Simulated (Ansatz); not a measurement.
A calculation with Ansatz (development build ahead of 0.2.0).

```yaml
crystal:
  periodic: [false, false, false]
  atoms:
    - { symbol: C, position_ang: [0.0, 0.00366, -0.72737] }
    - { symbol: C, position_ang: [0.0, -0.00366, 0.72737] }
    - { symbol: C, position_ang: [0.0, 1.11413, -1.47794] }
    - { symbol: C, position_ang: [0.0, -1.11413, 1.47794] }
    - { symbol: H, position_ang: [0.0, -0.97678, -1.21944] }
    - { symbol: H, position_ang: [0.0, 0.97678, 1.21944] }
    - { symbol: H, position_ang: [0.0, 1.06749, -2.56947] }
    - { symbol: H, position_ang: [0.0, 2.10893, -1.02104] }
    - { symbol: H, position_ang: [0.0, -1.06749, 2.56947] }
    - { symbol: H, position_ang: [0.0, -2.10893, 1.02104] }
basis:
  gaussian: { orbitals: cc-pVDZ }
hamiltonian:
  xc: hf
correlation:
  method: mp2
  frozen_orbitals: { C: 1, H: 0 }
```

The input is written out in the form of the current development build from the run's settings.

The run gave:

- Converged: yes
- Reference energy: -154.93389 hartree
- Correlation energy: -0.53535 hartree
- Total energy: -155.46924 hartree
- Spin squared of the determinant: 0.000
